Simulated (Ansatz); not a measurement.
Mulliken charges of `N=C(O)CS` from r2SCAN/def2-TZVPP in Ansatz (PBE0-D4/def2-TZVP geometry).

```
atom   x (Å)   y (Å)   z (Å)  charge (e)
  N1  -1.083   0.630   1.019      -0.319
  C2  -0.347   0.621  -0.001       0.170
  O3  -0.156   1.741  -0.724      -0.313
  C4   0.418  -0.519  -0.620      -0.002
  S5   0.407  -2.054   0.318      -0.182
  H6  -1.122  -0.299   1.432       0.153
  H7  -0.682   2.431  -0.297       0.227
  H8   1.440  -0.197  -0.827       0.082
  H9  -0.032  -0.753  -1.588       0.083
 H10   1.240  -1.651   1.291       0.101
```

**Question.** By hand: the dipole of these point charges (1 e Å = 4.8032 D).

**Answer.** Σ q r = (0.175, -0.005, -0.073) e Å, of length 0.190 e Å = 0.91 D.

**Question.** How does the dipole of the full density compare? (An estimate is asked.)

**Answer.** The calculation gave: (0.238, 0.021, -0.129) e Å, 1.30 D; the point charges give 0.70 times that, at 8° from its direction.

Point charges leave out the atoms' own dipoles, such as those of lone pairs, and Mulliken's split depends on the basis, so the two needn't agree.
